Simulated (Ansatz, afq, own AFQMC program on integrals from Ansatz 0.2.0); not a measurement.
# AFQMC, coupled cluster and functionals along a coordinate of CH3⁺, singlet

```xyz
4

C     0.0000    0.0000    0.0000
H     1.0932    0.0139   -0.0002
H    -0.5586    0.9397   -0.0028
H    -0.5345   -0.9536    0.0030
```

All coordinates are scaled about the centre. Energies in kcal/mol count from this geometry (1.000) at the same level; the start stands on RHF, each point on the determinant named.

Basis cc-pVDZ. Noble-gas cores (and the filled d shells of Ga–Kr and In–Xe) are frozen. Integrals, coupled cluster, full CI and functionals: Ansatz 0.2.0; the random walks run on the same integrals in our own AFQMC program. ph-AFQMC/CISD is guided by a CISD state made of CCSD amplitudes; releasing the constraint for a short imaginary time cuts its bias at the price of noise, slowly where states lie close. ± is one standard error of the sampling.

Cautions, each for one point or more: (T) is large; an unrestricted solution with more broken spin lies lower; cluster runs in doubt by the program's own checks; raised T1 diagnostic; restricted determinant unstable towards unrestricted; strong correlation; unrestricted determinant spin contaminated; walk and cluster series may follow different spin states.

| scale of all distances | det. | T1 | weight | ⟨S²⟩ | r2SCAN | PBE | CCSD(T) |
| --- | --- | --- | --- | --- | --- | --- | --- |
| 0.871 | RHF | 0.004 | 0.96 | pure | 36.0 | 39.2 | 37.9 |
| 1.133 | RHF | 0.006 | 0.94 | pure | 16.9 | 13.6 | 16.6 |
| 1.294 | RHF | 0.009 | 0.92 | pure | 66.0 | 59.0 | 66.4 |
| 1.506 | RHF | 0.015 | 0.88 | pure | 140.7 | 129.4 | 141.5 |
| 1.727 | RHF | 0.024 | 0.83 | pure | 209.9 | 194.9 | 208.9 |
| 1.975 | UHF‡ | 0.125 | 0.64 | 1.33 | 258.7§ | 248.9§ | 266.0 |
| 2.446 | UHF | 0.042 | 0.87 | 1.95 | 294.7§ | 284.7§ | 309.4 |

Q: Estimate the curve of full CI, counted from the same start.

A: 
| scale of all distances | det. | T1 | weight | ⟨S²⟩ | FCI | ph-AFQMC/CISD | released AFQMC | CCSDT(Q) |
| --- | --- | --- | --- | --- | --- | --- | --- | --- |
| 0.871 | RHF | 0.004 | 0.96 | pure | 38.0 | 38.0 ± 0.03 | 38.0 ± 0.02 | 38.0 |
| 1.133 | RHF | 0.006 | 0.94 | pure | 16.4 | 16.5 ± 0.04 | 16.4 ± 0.03 | 16.5 |
| 1.294 | RHF | 0.009 | 0.92 | pure | 66.1 | 66.2 ± 0.06 | 66.0 ± 0.04 | 66.1 |
| 1.506 | RHF | 0.015 | 0.88 | pure | 140.7 | 141.1 ± 0.1 | – | 140.7 |
| 1.727 | RHF | 0.024 | 0.83 | pure | 207.1 | 209.3 ± 0.2 | – | 207.2 |
| 1.975 | UHF‡ | 0.125 | 0.64 | 1.33 | 258.9 | 264.7 ± 0.2 | – | 259.3 |
| 2.446 | UHF | 0.042 | 0.87 | 1.95 | 303.9 | 308.7 ± 0.1 | – | 305.1 |

Weight is that of the determinant in the CISD state; at the start T1 is 0.004 and the weight 0.95. A double dagger marks points where the walks on two determinants ended up to 1.5 kcal/mol apart; the lower is shown. Symmetry can't show for every point that it stays on the start's state. A dash marks a missing value, a released energy that hasn't settled or a functional that sits on another state. § marks a functional whose ⟨S²⟩ is too high by over 0.1. Largest departures from full CI: CCSD(T) 7.1 kcal/mol at 1.975 (on UHF), ph-AFQMC/CISD 5.8 kcal/mol at 1.975 (on UHF), released AFQMC 0.0 kcal/mol at 1.294 (on RHF) (within the noise), CCSDT(Q) 1.2 kcal/mol at 2.446 (on UHF), r2SCAN 2.9 kcal/mol at 1.727, PBE -12.2 kcal/mol at 1.727. Functionals count only at points shown to share the start's state and spin. In this small basis the wave-function levels are far from their limit, so their gap to the functionals isn't the functionals' error.

CCSDT and higher add their correlation energy to the determinant of the CCSD(T) run, since their own runs factorise the integrals more tightly (a shift of under 2 meV). A walk keeps the symmetry of its determinant, which the program's search chose and which needn't be the lowest solution, so a lower state of the same spin and another symmetry isn't excluded. Released energies are given only where the last usable release times agree within the noise; a slower fall can still hide under it.
